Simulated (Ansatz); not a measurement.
The input, for Ansatz 0.2.0:

```yaml
crystal:
  periodic: [false, false, false]
  atoms:
    - {symbol: P, position_ang: [0.136118, 0.000001, 1.635095]}
    - {symbol: As, position_ang: [-0.060491, 0.000000, -0.701266]}
    - {symbol: H, position_ang: [-0.839260, 1.022573, 1.794904]}
    - {symbol: H, position_ang: [-0.839263, -1.022569, 1.794905]}
    - {symbol: H, position_ang: [0.996020, 1.088521, -0.854924]}
    - {symbol: H, position_ang: [0.996017, -1.088524, -0.854923]}
basis:
  gaussian: {orbitals: cc-pVDZ}
total_charge: 1
magnetization: {spin_polarized: false, initial_magnetization: 1}
correlation: {active_space: {window: {electrons: 3, orbitals: 3}, states: [{multiplicity: 3, weights: [0]}]}}
```

```sh
$ ansatz run in.yaml --threads 1 --pin off --events-out ev --progress --plain --max-ram 2393MiB
```

(1) What does the program do with this input?

## Answers

(1) Refused. The input was made wrong on purpose (impossible set of states or weights), so the run isn't a sound calculation of what was asked.
```
Error: set 0 asks for 1 states and needs as many positive weights; it has [0.0]
```
